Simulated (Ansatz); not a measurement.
# A geometry optimisation of C3H4Cl− with r2SCAN-D4/def2-SVPD

The starting geometry of this gas-phase singlet was optimised with GFN2-xTB; its bonds are those of `C=C([CH2-])Cl`.

| atom | x (Å) | y (Å) | z (Å) |
| --- | --- | --- | --- |
| C | -1.9284 | -0.3209 | 1.8265 |
| C | -0.9776 | 0.2539 | 2.6220 |
| C | -0.4946 | 1.5282 | 2.7226 |
| Cl | -0.2106 | -0.8922 | 3.7600 |
| H | -2.4499 | 0.2870 | 1.1033 |
| H | -2.1801 | -1.3663 | 1.8785 |
| H | -0.8957 | 2.2974 | 2.0810 |
| H | 0.2677 | 1.8103 | 3.4284 |

Problem. Predict what becomes of its bonds when it is optimised with r2SCAN-D4/def2-SVPD.

Solution. It falls apart into C3H4 + Cl (formulas without charges). Contacts that open: C2–Cl4 (1.79 → 4.40 Å).

The energy falls by 1.23 eV over 36 steps:

```tsv
step	E − E(last) (eV)
1	1.227
5	1.161
9	1.135
13	0.844
17	0.285
20	0.267
24	0.135
28	0.023
32	0.000
36	0.000
```

Final geometry (Å):

```xyz
8

C    -1.7095   -0.2125    2.2734
C    -1.1710    0.9772    2.2646
C    -0.6093    2.1693    2.2674
Cl   -0.7387   -3.2116    3.5278
H    -2.6838   -0.3758    1.7975
H    -1.2403   -1.1115    2.7442
H     0.0697    2.4814    1.4662
H    -0.7861    2.8810    3.0813
```

No frequencies were run, so the end isn't proven a minimum. Run with Ansatz 0.2.0, 2.2 min on 2 threads of Intel(R) Xeon(R) Processor @ 2.50GHz (Skylake/Cascade Lake) (shared host).
